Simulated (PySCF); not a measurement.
## Molecular orbitals of MgB⁺

M06 at R = 2.571 Å; basis Mg pcseg-2, B pcseg-2; no relativity; PySCF 2.14. State: ¹Σ⁺ (singlet), closed shell. Only the outer orbitals are listed, counted within each symmetry.

| orbital | occ. | ε (eV) | on Mg (%) | main shells (%) |
| --- | --- | --- | --- | --- |
| 1π | 2 | -58.12 | 100 | 100 Mg p |
| 1π | 2 | -58.12 | 100 | 100 Mg p |
| 4σ | 2 | -58.08 | 100 | 100 Mg p |
| 5σ | 2 | -16.92 | 9 | 89 B s |
| 6σ | 2 | -11.55 | 55 | 55 Mg s, 36 B p, 9 B s |
| 7σ | 0 | -8.23 | 60 | 40 B p, 37 Mg s, 22 Mg p |
| 2π | 0 | -8.06 | 12 | 88 B p, 11 Mg p |
| 2π | 0 | -8.06 | 12 | 88 B p, 11 Mg p |

Question: Which are the highest filled and the lowest empty level, where do they sit, and how wide is the gap?

Answer: Highest filled 6σ at -11.55 eV (in %: 55 Mg s, 36 B p, 9 B s); lowest empty 7σ at -8.23 eV (in %: 40 B p, 37 Mg s, 22 Mg p); the gap at M06 is 3.32 eV.

```
bond order (Mayer)                                                                                                : 0.99
⟨S²⟩                                                                                                              : 0.000
charge on Mg (Mulliken, basis-dependent)                                                                          : 0.72
charge on Mg (Löwdin, basis-dependent)                                                                            : 0.82
dipole moment (positive dipole points towards B; it is taken about the centre of mass and depends on that origin) : -1.51 D
```
